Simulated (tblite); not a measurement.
C4H6NS (doublet state).
Atom-mapped SMILES: `[CH3:1][C@:2]1([CH:3]=[N:4])[CH2:5][S:6]1` (hydrogens: H7, H8, H9 on C1; H10 on C3; H11, H12 on C5)

Computed geometry: GFN2-xTB, gas phase. This method treats the open shell by occupation alone, without spin polarisation.

(1) List the bond lengths, angles and torsions at this level.

## Answers

(1) 
```json
{"bond": "C1–C2", "length (Å)": "1.505", "order": "single"}
{"bond": "C2–C3", "length (Å)": "1.518", "order": "single"}
{"bond": "C3=N4", "length (Å)": "1.219", "order": "double"}
{"bond": "C2–C5", "length (Å)": "1.483", "order": "single"}
{"bond": "C5–S6", "length (Å)": "1.801", "order": "single"}
{"bond": "C2–S6", "length (Å)": "1.806", "order": "single"}
{"bond": "C1–H7, C1–H8, C1–H9", "length (Å)": "1.089", "order": "single"}
{"bond": "C3–H10", "length (Å)": "1.098", "order": "single"}
{"bond": "C5–H11", "length (Å)": "1.081", "order": "single"}
{"bond": "C5–H12", "length (Å)": "1.084", "order": "single"}
```

Bonds in one row agree within 0.01 Å and their mean is given. Orders are formal, as drawn. A selection of angles:
```json
{"angle": "C2–C1–H7", "degrees": "110.2"}
{"angle": "C2–C1–H8", "degrees": "110.9"}
{"angle": "H7–C1–H8", "degrees": "108.6"}
{"angle": "C1–C2–C3", "degrees": "114.3"}
{"angle": "C1–C2–C5", "degrees": "121.3"}
{"angle": "C1–C2–S6", "degrees": "117.5"}
{"angle": "C3–C2–C5", "degrees": "115.7"}
{"angle": "C3–C2–S6", "degrees": "113.7"}
{"angle": "C5–C2–S6", "degrees": "65.5"}
{"angle": "C2–C3–N4", "degrees": "124.1"}
{"angle": "C2–C3–H10", "degrees": "111.9"}
{"angle": "N4–C3–H10", "degrees": "124.0"}
{"angle": "C2–C5–S6", "degrees": "65.9"}
{"angle": "C2–C5–H11", "degrees": "119.5"}
{"angle": "C2–C5–H12", "degrees": "116.6"}
{"angle": "S6–C5–H11", "degrees": "115.4"}
{"angle": "S6–C5–H12", "degrees": "114.6"}
{"angle": "H11–C5–H12", "degrees": "115.5"}
{"angle": "C2–S6–C5", "degrees": "48.6"}
```

Dihedral angles: C1–C2–C3–N4 -136° (anticlinal); C1–C2–C5–S6 -108° (anticlinal); C1–C2–S6–C5 114° (anticlinal).

C3 (carbon bonded to C, N and H) is planar (angles 124.1°, 124.0° and 111.9°, sum 360.0°, 0.00 Å off the plane of its three neighbours). The C–C distances run from 1.483 Å (C2–C5, drawn single) to 1.518 Å (C2–C3, drawn single), a spread of 0.035 Å. Of the pairs four or more bonds apart, N4···H12 is among the closest relative to their van der Waals radii: 2.50 Å, 91 % of the sum of Bondi's values. The 3-membered ring C2–C5–S6 has internal angles of 48.6° to 65.9°.

Point group: C1 (no symmetry element, even within 0.4 Å). Its GFN2-xTB frequencies are all real (lowest 101 cm⁻¹).

Time: 0.33 s. Hardware: one thread of an Arm Neoverse V2, shared host with 96 logical CPUs at a one-minute load of 54. This is the geometry optimisation.

One conformer stands for the species.
